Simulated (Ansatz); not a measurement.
# H6NPSi: the cost of one run

Program: Ansatz 0.2.0. Level of theory: RKS B3LYP/def2-SVP. These are calculated values, not measurements.

**1. The system as given**

Bond lengths: N1–Si2 1.642 Å, Si2–P3 2.189 Å, N1–H4 0.971 Å, N1–H5 1.055 Å, Si2–H6 1.493 Å, Si2–H7 1.496 Å, P3–H8 1.407 Å, P3–H9 1.470 Å. Angles: N1–Si2–P3 105.1°, N1–Si2–H6 109.9°, N1–Si2–H7 106.2°, P3–Si2–H6 113.4°, P3–Si2–H7 110.9°, H6–Si2–H7 110.8°, Si2–N1–H4 111.7°, Si2–N1–H5 111.6°, H4–N1–H5 104.2°, Si2–P3–H8 96.8°, Si2–P3–H9 97.2°, H8–P3–H9 93.8°.

Coordinates:

```xyz
9

N    -1.0083    0.5755   -0.9964
Si    0.2636    0.5443    0.0414
P    -0.2234   -1.0184    1.4944
H    -1.1150   -0.2719   -1.4577
H    -0.8592    1.2747   -1.7720
H     0.4499    1.8905    0.6587
H     1.4589    0.1627   -0.7733
H     0.0261   -2.1159    0.6496
H     1.0959   -1.0878    2.1383
```

**2. End point A**

File input.yaml:

```yaml
crystal:
  periodic: [false, false, false]
  atoms:
    - { symbol: "N", position_ang: [-1.0083, 0.5755, -0.9964] }
    - { symbol: Si, position_ang: [0.2636, 0.5443, 0.0414] }
    - { symbol: P, position_ang: [-0.2234, -1.0184, 1.4944] }
    - { symbol: H, position_ang: [-1.115, -0.2719, -1.4577] }
    - { symbol: H, position_ang: [-0.8592, 1.2747, -1.772] }
    - { symbol: H, position_ang: [0.4499, 1.8905, 0.6587] }
    - { symbol: H, position_ang: [1.4589, 0.1627, -0.7733] }
    - { symbol: H, position_ang: [0.0261, -2.1159, 0.6496] }
    - { symbol: H, position_ang: [1.0959, -1.0878, 2.1383] }
basis:
  gaussian: { orbitals: def2-SVP }
hamiltonian:
  xc: b3lyp
relax:
  f_tol: 0.02
  max_steps: 50
```

Started as:

```bash
$ ansatz run input.yaml --threads 1 --pin off --max-ram 2048MiB --backend cpu --events-out ev --progress --plain --runs-dir out
```

Q: Estimate wall time and peak memory on 1 thread of Arm Neoverse V1, shared host.

About 27 s, with a peak of 0.15 GiB.
